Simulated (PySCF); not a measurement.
# C5H11N (n-methylpyrrolidine): the cost of one run

Computed with PySCF 2.14.0 and routines of our own; the level stands in each step. Atoms count from 0.

## 1. The starting structure

17 atoms, charge 0, multiplicity 1; geometry from: GFN2-xTB.

## 2. Optimising the geometry at PBE0-D3(BJ)/def2-SVP

Job settings and geometry (Å):

```
{"job": {"xc": "PBE0", "basis": "def2-SVP", "d3": "d3bj", "grid": 2, "kind": "geom"}, "charge": 0, "multiplicity": 1}
C      2.077290    -0.087140     0.275325
N      0.652992    -0.035065     0.480434
C     -0.068854    -1.144844    -0.114826
C     -1.536488    -0.701564    -0.097582
C     -1.474030     0.830537     0.045283
C      0.016817     1.152215    -0.056127
H      2.355388    -0.075215    -0.792643
H      2.539661     0.769760     0.763589
H      2.467807    -0.998815     0.725771
H      0.106137    -2.053263     0.464649
H      0.263229    -1.328047    -1.153096
H     -2.046734    -1.004143    -1.010999
H     -2.063658    -1.144916     0.745305
H     -2.050751     1.343638    -0.722549
H     -1.852787     1.134954     1.019835
H      0.303551     2.028538     0.527709
H      0.303431     1.325398    -1.109987
```

Run with:

```console
$ OMP_NUM_THREADS=1 python excited_run.py task.json out
```

The driver reads the jobs from task.json and runs them one after another.

Q: Estimate the wall time and peak memory of this first job on 1 thread of Arm Neoverse V1, shared host.

About 30 s, with a peak of 0.7 GiB.
